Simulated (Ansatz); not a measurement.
Input file:

```yaml
crystal:
  periodic: [false, false, false]
  atoms:
    - {symbol: Si, position_ang: [0.000000, -0.047060, 0.551810]}
    - {symbol: B, position_ang: [0.000000, -0.060513, -1.363344]}
    - {symbol: H, position_ang: [0.000000, 1.171072, 1.447364]}
    - {symbol: H, position_ang: [0.000000, 0.789266, -2.200146]}
basis:
  gaussian: {orbitals: 6-31G}
magnetization: {spin_polarized: false, initial_magnetization: 5}
correlation: {method: ccsdtq, electrons: outside_noble_gas}
```

```sh
$ ansatz run in.yaml --threads 2 --pin off --events-out ev --progress --plain --max-ram 24576MiB --backend cuda --devices 0, --max-vram 18GiB
```

Log:

```
563 factors; integrals over basis functions are off by at most 1.6e-7 eV
mean field evaluation 1: about -8553.2692 eV, gradient 1.0e1 eV
mean field evaluation 2: about -8553.2736 eV, gradient 1.0e1 eV
mean field evaluation 4: about -8554.7247 eV, gradient 1.7e0 eV
mean field evaluation 8: about -8554.8260 eV, gradient 1.2e-1 eV
mean field evaluation 16: about -8554.7804 eV, gradient 8.9e-1 eV
mean field evaluation 32: about -8551.6350 eV, gradient 1.7e0 eV
mean field -8554.82656908 eV, -314.3840777439 hartree, gradient 5.5e-6 eV, S^2 8.750000; 0 other end points of the search recorded, 0 dependent functions left out
mean field evaluation 64: about -8554.8785 eV, gradient 1.0e-2 eV
6 core orbitals not correlated: weight in the atoms' cores, before any rotation towards them, 1.000 or more for the frozen orbitals, at most 0.000 for the correlated occupied ones
reference -8554.82656908 eV, -314.3840777439 hartree; 7, 2 occupied and 13, 18 virtual orbitals, 563 factors
second order -1.55802473 eV of doubles, -0.02692831 eV of singles
cycle   1  -1.99968098 eV  change   -4.1e-1 eV  update   6.7e-2
cycle   2  -2.29150409 eV  change   -2.9e-1 eV  update   3.7e-2
cycle   3  -2.33364181 eV  change   -4.2e-2 eV  update   1.8e-2
cycle   4  -2.35299860 eV  change   -1.9e-2 eV  update   9.6e-3
cycle   5  -2.35551996 eV  change   -2.5e-3 eV  update   3.8e-3
cycle   6  -2.35521270 eV  change    3.1e-4 eV  update   1.3e-3
cycle   7  -2.35524222 eV  change   -3.0e-5 eV  update   6.6e-4
cycle   8  -2.35550350 eV  change   -2.6e-4 eV  update   2.7e-4
cycle   9  -2.35546264 eV  change    4.1e-5 eV  update   1.3e-4
cycle  10  -2.35544043 eV  change    2.2e-5 eV  update   5.6e-5
cycle  11  -2.35545178 eV  change   -1.1e-5 eV  update   2.7e-5
cycle  12  -2.35546558 eV  change   -1.4e-5 eV  update   1.5e-5
cycle  13  -2.35547367 eV  change   -8.1e-6 eV  update   7.9e-6
cycle  14  -2.35546680 eV  change    6.9e-6 eV  update   4.9e-6
cycle  15  -2.35546316 eV  change    3.6e-6 eV  update   2.8e-6
cycle  16  -2.35546227 eV  change    8.9e-7 eV  update   1.3e-6
cycle  17  -2.35546273 eV  change   -4.6e-7 eV  update   7.6e-7
Total energy: -8557.18203180 eV, -314.4706394025 hartree
```

For the same geometry and basis full CI lies 0.2 meV higher.

Ran on 2 threads of AMD EPYC 7R13 with a shared H100 80 GB, shared host: 13 s wall, 0.82 GiB peak host memory.
